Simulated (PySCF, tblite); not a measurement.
# Si₂NH₆ radical: geometry, infrared bands and EPR parameters

Aim: predict the infrared bands and EPR parameters of Si₂NH₆ radical (`N[SiH2][SiH2]`).

The runs use tblite 0.8.0 and PySCF 2.14.0, with density-fitted response routines of our own; the level of theory stands in each step. All values are computed, except where a source is named. Atoms count from 0, in the outputs and in this text.

**1. Starting geometry**

9 atoms, charge 0, multiplicity 2; geometry from: force field or distance geometry start.

Bonds of the start (Å): N0–Si1 1.69, Si1–Si2 2.31, N0–H3 1.03, N0–H4 1.03, Si1–H5 1.49, Si1–H6 1.48, Si2–H7 1.48, Si2–H8 1.49.

**2. Relaxing the molecule with GFN2-xTB**

What the job is given:

```
{"job": {"kind": "relax", "xc": "GFN2-xTB", "basis": "xTB"}, "charge": 0, "multiplicity": 2}
N     -1.445500     0.800200    -0.155700
Si    -0.299200    -0.327900     0.347800
Si     1.797900    -0.017900    -0.563800
H     -1.766700     0.589200    -1.106000
H     -2.281700     0.718800     0.441200
H     -0.268700    -0.253400     1.831900
H     -0.854600    -1.639600    -0.043200
H      2.717800    -1.127200    -0.220900
H      2.414200     1.263800    -0.129200
```

Run with:

```
OMP_NUM_THREADS=1 python probes_run.py task.json out
```

One launch serves the whole session: the jobs run in the order shown.

Log:

```text
step      E/eV     max force
  0    -255.13302    2.332
  1    -255.21228    0.600
  2    -255.22671    0.375
  3    -255.25650    0.438
  4    -255.27324    0.536
  5    -255.30528    0.581
  6    -255.33022    0.459
  7    -255.34757    0.324
  8    -255.35524    0.287
  9    -255.35992    0.171
 10    -255.36275    0.148
 11    -255.36511    0.144
 12    -255.36820    0.247
 13    -255.37314    0.318
 14    -255.37926    0.290
 15    -255.38437    0.218
 16    -255.38708    0.145
 17    -255.38863    0.142
 18    -255.39046    0.121
 19    -255.39239    0.113
 20    -255.39376    0.106
 21    -255.39467    0.110
 22    -255.39567    0.111
 23    -255.39699    0.127
 24    -255.39852    0.127
 25    -255.39972    0.079
 26    -255.40032    0.064
 27    -255.40077    0.076
 28    -255.40136    0.091
 29    -255.40204    0.087
 30    -255.40263    0.053
 31    -255.40300    0.058
 32    -255.40324    0.050
 33    -255.40346    0.049
 34    -255.40383    0.055
 35    -255.40437    0.061
 36    -255.40493    0.058
 37    -255.40528    0.042
 38    -255.40547    0.038
 39    -255.40563    0.049
 40    -255.40587    0.064
 41    -255.40627    0.078
 42    -255.40668    0.061
 43    -255.40693    0.041
 44    -255.40703    0.017
 45    -255.40706    0.017
 46    -255.40709    0.019
 47    -255.40716    0.032
 48    -255.40728    0.047
 49    -255.40741    0.038
 50    -255.40748    0.022
 51    -255.40752    0.020
 52    -255.40755    0.019
 53    -255.40759    0.025
 54    -255.40768    0.035
 55    -255.40778    0.032
 56    -255.40785    0.025
 57    -255.40789    0.023
 58    -255.40793    0.018
 59    -255.40796    0.016
 60    -255.40801    0.021
 61    -255.40805    0.012
 62    -255.40807    0.009
```

Run time: 0.24 s. Hardware: 1 thread of Arm Neoverse V1, shared host.

Relaxation path: (not every step is listed)

| step | energy from step 0 (eV) | largest force (eV/Å) |
| --- | --- | --- |
| 0 | 0.0000 | 2.3319 |
| 1 | -0.0793 | 0.6003 |
| 2 | -0.0937 | 0.3753 |
| 3 | -0.1235 | 0.4381 |
| 4 | -0.1402 | 0.5355 |
| 5 | -0.1723 | 0.5806 |
| 6 | -0.1972 | 0.4594 |
| 7 | -0.2146 | 0.3237 |
| 8 | -0.2222 | 0.2866 |
| 12 | -0.2352 | 0.2473 |
| 16 | -0.2541 | 0.1450 |
| 20 | -0.2607 | 0.1056 |
| 24 | -0.2655 | 0.1271 |
| 28 | -0.2683 | 0.0909 |
| 32 | -0.2702 | 0.0496 |
| 36 | -0.2719 | 0.0576 |
| 40 | -0.2729 | 0.0644 |
| 44 | -0.2740 | 0.0172 |
| 48 | -0.2743 | 0.0473 |
| 52 | -0.2745 | 0.0187 |
| 56 | -0.2748 | 0.0250 |
| 57 | -0.2749 | 0.0226 |
| 58 | -0.2749 | 0.0183 |
| 59 | -0.2749 | 0.0159 |
| 60 | -0.2750 | 0.0206 |
| 61 | -0.2750 | 0.0121 |
| 62 | -0.2751 | 0.0085 |

Distances of close pairs at the start and the end, largest changes first:

| bond | before (Å) | after (Å) | change (Å) |
| --- | --- | --- | --- |
| N0–Si1 | 1.685 | 1.730 | +0.045 |
| Si1–Si2 | 2.308 | 2.272 | -0.036 |
| N0–H4 | 1.031 | 1.007 | -0.024 |
| Si2–H8 | 1.487 | 1.466 | -0.021 |
| N0–H3 | 1.025 | 1.007 | -0.018 |
| Si1–H5 | 1.486 | 1.472 | -0.014 |
| Si2–H7 | 1.481 | 1.467 | -0.014 |
| Si1–H6 | 1.477 | 1.480 | +0.003 |

The end geometry stands in the next job.

**3. Vibrational analysis with GFN2-xTB**

What the job is given:

```
{"job": {"kind": "ir", "xc": "GFN2-xTB", "basis": "xTB"}, "charge": 0, "multiplicity": 2}
N     -1.395575     0.739101    -0.116476
Si    -0.323409    -0.475116     0.492279
Si     1.664970    -0.006662    -0.502119
H     -1.437213     0.904022    -1.108785
H     -2.324632     0.788976     0.268272
H     -0.516322    -0.349678     1.946091
H     -0.725425    -1.859643     0.156986
H      2.728555    -1.014068    -0.422952
H      2.342614     1.279062    -0.311236
```

Log:

```text
mode    cm-1     km/mol
  1      79.8      0.07
  2     174.1      1.05
  3     203.9     16.39
  4     363.8     43.85
  5     391.9     23.85
  6     441.8     25.51
  7     515.5      3.54
  8     530.3    119.62
  9     596.0    100.29
 10     697.1    345.73
 11     808.0    514.55
 12     836.1     41.59
 13     857.0    141.66
 14     875.0    156.10
 15    1544.7     41.84
 16    2076.0    384.81
 17    2156.8    260.90
 18    2205.2    287.07
 19    2217.0    517.30
 20    3479.9      0.04
 21    3511.7      6.40
```

Wall time 0.16 s (1 thread of Arm Neoverse V1, shared host).

The strongest bands and the atoms that carry them (share of the mass-weighted mode):

| cm⁻¹ | km/mol | atoms |
| --- | --- | --- |
| 697 | 345.7 | H6 46 %, H5 32 % |
| 808 | 514.5 | H7 38 %, H8 36 % |
| 857 | 141.7 | H6 26 %, H5 16 %, H4 14 % |
| 875 | 156.1 | N0 47 %, Si1 37 % |
| 2076 | 384.8 | H6 90 % |
| 2157 | 260.9 | H5 90 % |
| 2205 | 287.1 | H7 88 % |
| 2217 | 517.3 | H8 87 % |

**4. EPR parameters: B3LYP/pcH-1**

The job, as its differences from that of step 3:

```diff
@@ -1,2 +1,2 @@
-{"job": {"kind": "ir", "xc": "GFN2-xTB", "basis": "xTB"}, "charge": 0, "multiplicity": 2}
+{"job": {"kind": "epr", "basis": "pcH-1"}, "charge": 0, "multiplicity": 2}
 N     -1.395575     0.739101    -0.116476
```

Level: UKS B3LYP, pcH-1 on H N Si, non-relativistic, mean-field spin-orbit, GIAO.

Log:

```text
UKS, coarse grid
  cycle   1  E = -637.29858442  |g| = 3.48e-01
  cycle   2  E = -637.23092080  |g| = 5.14e-01
  cycle   3  E = -637.34501156  |g| = 4.91e-02
  cycle   4  E = -637.34610954  |g| = 8.35e-03
  cycle   5  E = -637.34614888  |g| = 2.72e-03
  cycle   6  E = -637.34615547  |g| = 6.35e-04
UKS, final grid
  cycle   1  E = -637.34615533  |g| = 3.95e-04
  cycle   2  E = -637.34615540  |g| = 3.24e-04
  cycle   3  E = -637.34615544  |g| = 6.36e-05
  cycle   4  E = -637.34615545  |g| = 5.38e-05
  cycle   5  E = -637.34615545  |g| = 7.14e-06
E = -637.34615545 Eh   <S^2> = 0.7525 (exact 0.7500)
g shifts (ppm)      1          2          3
  rmc          -117       -117       -117
  gc              8         34         33
  oz_so        -116       2442       4040
  total        -226       2359       3957
hyperfine (MHz)  atom isotope    a_iso     a_fc   dipolar eigenvalues
    0   14N       0.77       0.77     -0.42     -0.17      0.59
    1  29Si     -11.90     -11.94     -8.40      2.17      6.24
    2  29Si    -304.61    -305.54   -175.23     86.60     88.64
    3    1H      -0.83      -0.84     -2.78     -1.04      3.83
    4    1H      -1.95      -1.95     -1.31     -0.87      2.17
    5    1H      65.88      65.88     -2.42     -0.31      2.72
    6    1H      -5.62      -5.62     -2.54     -1.31      3.85
    7    1H     -12.50     -12.53    -10.53      2.15      8.38
    8    1H      -1.56      -1.59    -10.48      2.45      8.03
```

Wall time 17 s (1 thread of Arm Neoverse V1, shared host); peak memory 0.59 GiB.

Principal g values 2.00209, 2.00468, 2.00628; g(iso) = 2.00435, against 2.00232 for a free electron.

Mean a(iso) over the nuclei that a row names, and the largest dipolar term of the row (other rows stand at the frozen geometry):

| nuclei | isotope | a(iso) (MHz) | a(iso) (G, at g = 2.0023) | largest dipolar term (MHz) |
| --- | --- | --- | --- | --- |
| Si2 | 29Si | -304.6 | -108.7 | -175.2 |
| H5, H6 | 1H | 30.1 | 10.8 | 3.9 |
| Si1 | 29Si | -11.9 | -4.2 | -8.4 |
| H7, H8 | 1H | -7.0 | -2.5 | -10.5 |
| H3, H4 | 1H | -1.4 | -0.5 | 3.8 |
| N0 | 14N | 0.8 | 0.3 | 0.6 |

Mulliken spin populations:

| atom | value (e) |
| --- | --- |
| N0 | 0.00 |
| Si1 | 0.02 |
| Si2 | 0.99 |
| H3 | 0.00 |
| H4 | 0.00 |
| H5 | 0.03 |
| H6 | 0.00 |
| H7 | -0.03 |
| H8 | -0.02 |

In first order the couplings over 0.8 MHz of 1H give 27 distinct lines over 27.5 G, if the averaged nuclei exchange fast; the same motion can average rows kept apart here too.

Orbitals, density, ELF and potential are computed afterwards from the orbital file.

ELF in a plane through or near 4 of the atoms.

Ten even steps from '0' (0.00) to '9' (1.00):
```
0000000000000000000000000000
0000000000000000000000000000
0000000000000000000000000000
0000000000000000000000000000
0000000000000122100000000000
0000022100001255310000000000
0000478731012355420000000000
0003899973354111220000000000
0014999995697286021000000000
0003899961399173274565200000
0000245518559637857999700000
0000012423136327774999700000
0000016896443016876677300000
0000027999731004675211000000
0000016887420002342000000000
0000002343100000010000000000
0000000010000000000000000000
0000000000000000000000000000
0000000000000000000000000000
0000000000000000000000000000
```
The map spans 10.9 Å across and 8.6 Å up, centred on the molecule. Atoms in the plane (x, y in Å): N0 (1.4, -0.7), Si1 (0.3, 0.6), Si2 (-1.7, -0.3), H4 (2.4, -0.5).

On the surface of density 0.002 e/bohr³ the electrostatic potential runs, from the 1st to the 99th percentile, from -1.24 V near N0 to 1.60 V near H4.

The spin density lies nearest to Si2 66 %; H7, H8 about 10 % each.

**5. Summary of results**

| quantity | value |
| --- | --- |
| strongest single infrared mode (GFN2-xTB) | 2217 cm⁻¹, 517 km/mol |
| zero-point energy (GFN2-xTB) | 35.1 kcal/mol |
| g(iso) (B3LYP) | 2.00435 |
| ⟨S²⟩ | 0.753 (exact 0.75) |
| largest a(iso) (averaged by class) | 29Si on Si2, -304.6 MHz |
| potential on the surface of density 0.002 e/bohr³, 1st and 99th percentile | -1.24 V and 1.60 V |

**Reading.** Relaxing lowered the energy by 0.275 eV in 62 steps; the close pair that moved most is N0–Si1, from 1.685 to 1.730 Å. No mode is imaginary among the 21: a minimum at this level. The strongest single mode, at 2217 cm⁻¹, moves mainly H8. GFN2-xTB is a fitted tight-binding method: band positions and strengths are rough. Its intensities can rank the bands wrongly. Si2 carries the largest spin population, 0.99 e. The isotropic g lies 2.0 ppt above the free-electron value.
